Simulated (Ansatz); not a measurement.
Calculated with Ansatz (gas phase, PBE0-D4/def2-TZVP geometries, no zero-point term in ΔE). CCSD(T)/CBS adds triple-zeta CCSD(T) − MP2 to the extrapolated MP2 energy (def2 sets, frozen cores). DFT in def2-TZVPP. B3LYP here is the variant with VWN-RPA as its local correlation; programs differ in this. Each species was taken in one conformer, which may not be the lowest.

Reaction (isomerisation): `CCSCN` → `CNCSC`

**Question.** Is it downhill or uphill in electronic energy at CCSD(T)/CBS, and by how much? (Best estimate.)

**Answer.** The calculation gave: Uphill: ΔE = +33.6 kJ/mol.

**Question.** What do these levels give: PBE0-D4, ωB97X-V, r2SCAN, B3LYP, CCSD(T)/def2-TZVPP, CCSD/CBS(def2)? (An estimate is asked.)

**Answer.** Ansatz gave: PBE0-D4 30.9, ωB97X-V 30.7, r2SCAN 28.7, B3LYP 26.7, CCSD(T)/def2-TZVPP 32.5, CCSD/CBS(def2) 33.4 kJ/mol.

Largest T1 diagnostic among the species: 0.010.

In def2-TZVPP, CCSD(T) changes the Hartree–Fock value by +5.3 kJ/mol (the triples alone add +0.2 kJ/mol) and MP2 by +7.7 kJ/mol.
